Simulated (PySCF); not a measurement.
## What binds O₂: the parts of the energy along the bond

State: triplet, unpaired electrons π ↑↑. ROHF-based CCSD(T) in PySCF 2.14 with O cc-pVTZ and O cc-pVQZ (frozen core orbitals: 2; no relativity). Correlation energies are extrapolated as n⁻³ (n = 3, 4), Hartree–Fock as (n+1)·exp(−9√n). CV is the change on freezing 0 orbitals instead, in O cc-pwCVTZ. SR is the spin-free X2C energy in O cc-pVTZ-DK less the non-relativistic one in O cc-pVTZ. All energies in eV from O + O.

```
 R (Å)  HF/CBS  CCSD corr.      (T)       CV      SR   total
1.0549  -0.639      -3.009  -0.2608  -0.0369  0.0083  -3.937
1.1029  -1.170      -3.192  -0.2997  -0.0275  0.0086  -4.680
1.1508  -1.323      -3.386  -0.3430  -0.0195  0.0084  -5.062
1.1988  -1.200      -3.590  -0.3905  -0.0125  0.0077  -5.186
1.2467  -0.881      -3.803  -0.4420  -0.0067  0.0068  -5.125
1.3067  -0.290      -4.076  -0.5116  -0.0007  0.0056  -4.872
1.3666   0.436      -4.353  -0.5859   0.0041  0.0045  -4.495
```

A fit to the total gives Re = 1.2043 Å, De = 5.187 eV, ωe = 1610.0 cm⁻¹, Be = 1.453 cm⁻¹ (masses 15.9949 and 15.9949 u).

Problem. At R = 1.1988 Å the CCSD correlation energy is -0.455613 hartree in the smaller basis and -0.486774 in the larger. Extrapolate it.

Solution. (4³·E4 − 3³·E3)/(4³ − 3³) = -0.50951 hartree; the larger basis holds 95.5 % of it.

The T1 diagnostic is 0.016. Spin–orbit coupling, excitations beyond (T) and corrections to the Born–Oppenheimer picture are left out.
